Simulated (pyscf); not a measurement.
7 gas-phase steps of one pattern: four-centre exchange on the singlet surface, Cl–H + Ge–H or Cl–H + H–Si or Cl–H + H–Sn or F–H + H–Si broken and Cl–Ge + H–H or Cl–Si + H–H or Cl–Sn + H–H or F–Si + H–H formed. Optimised with ωB97X-D3(BJ)/def2-SVP in PySCF. Electronic energies in kcal/mol, from the separated reactants; ΔE‡ at ωB97M-D3(BJ)/def2-TZVP, beside the barrier at PBE/def2-TZVP on the same structures. Rows were drawn at random from the steps of this pattern with a verified saddle, stable references and no exit in the data more than 5 kcal/mol lower.

```csv
row,step,ΔE‡(PBE),ΔE‡
1,HO–SiH(OH)–F + HF -> HO–Si(OH)(F)–F + H₂,19.2,24.5
2,HO–SiH(OH)–OH + HCl -> HO–Si(OH)(OH)–Cl + H₂,23.5,29.9
3,HO–SiH(Cl)–Cl + HCl → HO–Si(Cl)(Cl)–Cl + H₂,30.1,36.9
4,H₃Ge–SnH₃ + HCl → Cl–SnH₂–GeH₃ + H₂,22.5,30.2
5,HCl + Cl–SnH₂–Cl -> Cl–SnH(Cl)–Cl + H₂,22.7,30.6
6,H₃C–GeH₃ + HCl -> H₃C–GeH₂–Cl + H₂,31.2,36.9
7,H₃Si–GeH₃ + HCl -> H₃Si–GeH₂–Cl + H₂,31.6,?
```

Problem. From a straight line through the complete rows, estimate the missing barrier and say how far the line can be trusted.

Solution. Over the 6 complete rows the means are +24.9 (ΔE‡(PBE)) and 31.5 (ΔE‡); least squares gives b = 0.98 and a = 7.1 kcal/mol, with residuals of 1.0 kcal/mol (root mean square; largest 1.4, row 1). For row 7: 7.1 + 0.98 × (+31.6) = 38.1 kcal/mol, an extrapolation. The computed barrier is 36.4 kcal/mol, 1.7 under the line. The line follows these rows closely. Each barrier is that of the saddle found. Elements up to Kr have no core potential and no relativistic terms here. Elements past Kr carry the def2 core potentials, without spin-orbit coupling.
